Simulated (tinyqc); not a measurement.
Ways to converge the cycle: SCF convergence aids in the sto-3g basis, for BH, spin multiplicity 3. Computed by the program tinyqc with PySCF. Command: `OMP_NUM_THREADS=1 python tinyqc.py 110468 110469 out.jsonl`; one thread of a shared host (Intel(R) Xeon(R) Processor @ 2.60GHz), about 1 s.

Geometry (angstrom):
```
atom       x       y       z
B     0.0000  0.0000  0.0000
H     0.0000  0.0000  2.3780
```

lowest solution found by these runs and by PySCF with stability checks = -24.617305 hartree

UHF with one setting changed at a time; a run stops when the energy changes by less than 1e-09 hartree and the error matrix is below 1e-5. The start is random orbitals. Damping d keeps d of the old density; a shift (hartree) raises the virtual levels; DIIS n extrapolates F over n matrices.

Largest element of the error matrix X^T (FDS - SDF) X:
```
iteration    plain  damping 0.3  damping 0.6  shift 0.4   DIIS 3   DIIS 8
1          2.4e+00      2.4e+00      2.4e+00    2.4e+00  2.4e+00  2.4e+00
2          1.3e-01      6.6e-01      1.4e+00    1.8e-01  1.3e-01  1.3e-01
3          1.2e-01      2.2e-01      8.0e-01    9.3e-02  1.2e-01  1.2e-01
4          1.4e-01      7.4e-02      4.8e-01    5.5e-02  6.5e-02  6.5e-02
5          1.2e-01      3.1e-02      3.0e-01    3.9e-02  7.0e-02  7.2e-02
6          8.2e-02      4.9e-02      1.8e-01    3.0e-02  4.3e-02  3.8e-02
8          3.0e-02      7.1e-02      7.1e-02    1.9e-02  3.2e-02  1.1e-02
10         5.7e-03      4.7e-02      4.3e-02    2.3e-02  5.4e-03  3.4e-03
14         3.4e-03      7.6e-03      6.6e-02    4.5e-02  3.4e-03  7.2e-05
20         2.9e-03      3.2e-03      2.5e-02    1.8e-02  1.2e-03        -
30         2.2e-03      1.8e-03      3.9e-03    1.8e-03  2.4e-04        -
45         1.4e-03      1.4e-03      2.3e-03    1.6e-03        -        -
60         9.3e-04      1.0e-03      1.5e-03    1.4e-03        -        -
```

How each run ends:
```
run          iterations  E (hartree)                                                        state
plain               >60    -24.61724  falls steadily but slowly, by a factor of about 0.97 a step
damping 0.3         >60    -24.61721  falls steadily but slowly, by a factor of about 0.98 a step
damping 0.6         >60    -24.61700  falls steadily but slowly, by a factor of about 0.97 a step
shift 0.4           >60    -24.55283  falls steadily but slowly, by a factor of about 0.99 a step
DIIS 3               43    -24.48396                                                       higher
DIIS 8               18    -24.48396                                                       higher
```

No run reaches the lowest solution found. Ending on a higher stationary point: DIIS 3, DIIS 8; a small error matrix cannot reveal that, and an occupation fixed by the start is kept by symmetry or by the shape of the basin. Not converged: plain, damping 0.3, damping 0.6, shift 0.4. DIIS 3 and DIIS 8 gain by cancelling the error over several earlier matrices, much as a quasi-Newton step does.
